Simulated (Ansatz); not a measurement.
The input, for Ansatz 0.2.0:

```yaml
crystal:
  periodic: [false, false, false]
  atoms:
    - {symbol: Si, position_ang: [-1.620223, 0.028327, 0.000000]}
    - {symbol: H, position_ang: [-2.115095, 1.428035, 0.000001]}
    - {symbol: H, position_ang: [-2.115094, -0.671527, 1.212183]}
    - {symbol: H, position_ang: [-2.115094, -0.671527, -1.212182]}
    - {symbol: H, position_ang: [0.131777, 0.028327, 0.000000]}
    - {symbol: Si, position_ang: [1.678777, 0.028327, 0.000000]}
    - {symbol: H, position_ang: [2.290958, -0.845957, 1.090012]}
    - {symbol: H, position_ang: [2.290957, -0.845957, -1.090013]}
basis:
  gaussian: {orbitals: 6-31G}
correlation: {method: fic_mrcisd_q, electrons: outside_noble_gas, active_space: {window: {electrons: 2, orbitals: 4}}}
```

```sh
$ ansatz run in.yaml --threads 1 --pin off --events-out ev --progress --plain --max-ram 2393MiB
```

Log:

```
472 factors; integrals over basis functions are off by at most 1.8e-4 eV
mean field evaluation 1: about -15811.6067 eV, gradient 1.2e1 eV
mean field evaluation 2: about -15811.6109 eV, gradient 1.2e1 eV
mean field evaluation 4: about -15812.4443 eV, gradient 9.7e-1 eV
mean field evaluation 8: about -15812.4516 eV, gradient 9.9e-3 eV
mean field -15812.45156662 eV, -581.0968770087 hartree, gradient 1.6e-6 eV, S^2 0.000000; 0 other end points of the search recorded, 0 dependent functions left out; unrestricted orbitals would lower it
reference -15812.45156662 eV, -581.0968770087 hartree; 17, 17 occupied and 21, 21 virtual orbitals, 472 factors
state -15813.00441995 eV, -581.1171939939 hartree
contracted CI cycle   1: correlation 0.00000000 eV, 0.0000000000 hartree, residual 1.29e1 eV
contracted CI cycle   2: correlation -3.48014445 eV, -0.1278929497 hartree, residual 2.28e0 eV
contracted CI cycle   3: correlation -3.61675061 eV, -0.1329131333 hartree, residual 6.13e-1 eV
contracted CI cycle   4: correlation -3.62586308 eV, -0.1332480104 hartree, residual 1.62e-1 eV
contracted CI cycle   5: correlation -3.62657122 eV, -0.1332740340 hartree, residual 5.08e-2 eV
contracted CI cycle   6: correlation -3.62664184 eV, -0.1332766293 hartree, residual 1.45e-2 eV
contracted CI cycle   7: correlation -3.62664719 eV, -0.1332768261 hartree, residual 4.16e-3 eV
contracted CI cycle   8: correlation -3.62664767 eV, -0.1332768436 hartree, residual 1.26e-3 eV
state -15813.00441995 eV, -581.1171939939 hartree; corrected -15816.96967623 eV, -581.2629144744 hartree
Total energy: -15816.96967623 eV, -581.2629144744 hartree
```

Natural occupations: 1.8767 0.1154 0.0040 0.0038.

Ran on 1 thread of AMD EPYC 7R43, shared host: 2.2 s wall, 0.23 GiB peak host memory.
